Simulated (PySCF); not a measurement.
Symmetry of computed structures. Computed with PySCF, PBE0-D3(BJ)/def2-SVP geometry optimisation, gas phase. The symmetry is that of the one conformer found, every atom within 0.08 Å of its image; none is proved a minimum here. The geometries of the anions come from a basis without diffuse functions.

Q: `[S:1]=[C:2]=[N:3][CH:4]1[CH2:5][CH2:6][CH2:7][CH2:8][CH2:9]1` with C2–N3–C4–C5 62°, N3–C4–C5–C6 -69°, C4–C5–C6–C7 -55°, C5–C6–C7–C8 55°, C6–C7–C8–C9 -55°: symmetry, top, dipole?

A: Cs; near-prolate asymmetric top; symmetry number 1; 2 operations, which sort the 20 atoms into 14 sets; dipole 3.61 D, in the ab plane, which is the mirror; A, B, C = 2274, 843.2, 819.0 MHz.

Q: What symmetry has 1,4-dihydroquinoxaline radical cation (`C1=CNc2ccccc2N1`) [SMILES of the parent framework; charge +1 and doublet state]?

A: C2v; asymmetric top; symmetry number 2; 4 operations, which sort the 18 atoms into 9 sets; dipole about the centre of mass 3.10 D, along a, the twofold axis; A, B, C = 3073, 1249, 888.0 MHz; heavy atoms equivalent by symmetry: C1/C2, N3/N10, C4/C9, C5/C8, C6/C7.

Q: `[cH:1]1[cH:2][n:3][cH:4][cH:5][n:6]1`: symmetry, top, dipole?

A: D2h; asymmetric top; symmetry number 4; 8 operations, which sort the 10 atoms into 3 sets; dipole forbidden by symmetry (computed 0.00 D); heavy atoms equivalent by symmetry: C1/C2/C4/C5, N3/N6.

Q: `[cH:1]1[cH:2][cH:3][n:4][n:5][cH:6]1`: symmetry, top, dipole?

A: C2v; asymmetric top; symmetry number 2; 4 operations, which sort the 10 atoms into 5 sets; dipole 4.12 D, along a, the twofold axis; heavy atoms equivalent by symmetry: C1/C2, C3/C6, N4/N5.

Q: Point group, rotor type and polarity of trifluorophosphine radical anion (`F[P-](F)F`)?

A: C2v; asymmetric top; symmetry number 2; 4 operations, which sort the 4 atoms into 3 sets; dipole about the centre of mass 0.10 D, along b, the twofold axis; A, B, C = 13192, 4254, 3217 MHz.

Q: `FP(F)F`: symmetry, top, dipole?

A: C3v; oblate symmetric top; symmetry number 3; 6 operations, which sort the 4 atoms into 2 sets; dipole 1.30 D, along the axis; A, B, C = 7523, 7506, 4631 MHz.
